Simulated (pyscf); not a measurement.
Optimised with ωB97X-D3(BJ)/def2-SVP in PySCF. Correlated levels are frozen-core, on RHF or UHF. ΔMP2 is the change of the MP2 total energy from the triple- to the quadruple-zeta basis.

Problem. What is the homolytic dissociation enthalpy (298 K, CCSD(T)/def2-TZVPP + ΔMP2(QZVPP)) of the Cl–Li bond of Li–Cl, to Li• + Cl•?

Solution. Cl–Li to Li• + Cl•: 463.3 kJ/mol. The CCSD(T) − MP2 part came from Ansatz, without density fitting, on the same reference. The frozen core leaves the outer d or s,p core shells of the metals and heavy elements correlated in the MP2 and CC values, and def2-TZVPP describes them poorly, which can shift differences by a few kcal/mol. Left out: the spin-orbit lowering of Cl.
